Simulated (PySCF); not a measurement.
Molecule: 3-pentanol (CCC(O)CC, C5H12O).

Bonds (- single, = double, # triple, : aromatic): C1-C2, C2-C3, C3-O4, C3-C5, C5-C6. C1 carries H7, H8, H9; C2 carries H10, H11; C3 carries H12; O4 carries H13; C5 carries H14, H15; C6 carries H16, H17, H18.

Frames of a GFN2-xTB Langevin trajectory at 400 K; GIAO PBE0/pcSseg-1 shieldings in PySCF 2.14.0 with density-fitted response routines, gas phase, non-relativistic; equivalent atoms averaged within each frame.

References, each an isolated molecule treated in the same way: TMS for 13C (σref 186.93) and 1H (σref 31.72); 17O (σref 336.08) vs H2O. The references are static minima.

How do the shifts (ppm) fluctuate along the trajectory?

## Answers


```
         time (fs)    C3  C2/C5  C1/C6    O4   H12  H10/H14  H11/H15  H7/H8/H9/H16/H17/H18    H13
optimised geometry  78.3   38.3   13.3  55.5  3.03     1.51     0.93                  1.21  -1.21
               250  78.0   36.7    9.0  56.5  3.24     1.33     1.03                  0.84  -1.27
               425  76.1   35.7   15.7  75.3  3.46     1.34     1.21                  1.40  -0.97
               625  75.3   42.9   15.0  51.5  3.58     1.39     1.72                  1.95  -1.37
               800  88.4   40.8   15.2  46.7  4.95     1.70     1.98                  1.53   0.80
              1000  80.9   32.9   12.0  86.0  3.63     1.64     0.12                  1.47   0.49
    mean of frames  79.7   37.8   13.4  63.2  3.77     1.48     1.21                  1.44  -0.46
standard deviation   5.3    4.0    2.9  16.7  0.68     0.17     0.72                  0.40   1.03
```

5 frames give an uncertainty of the mean of about the standard deviation over 2.2 at best, since frames this close in time may not be independent; classical motion lacks zero-point vibration, and the reference would need the same averaging.
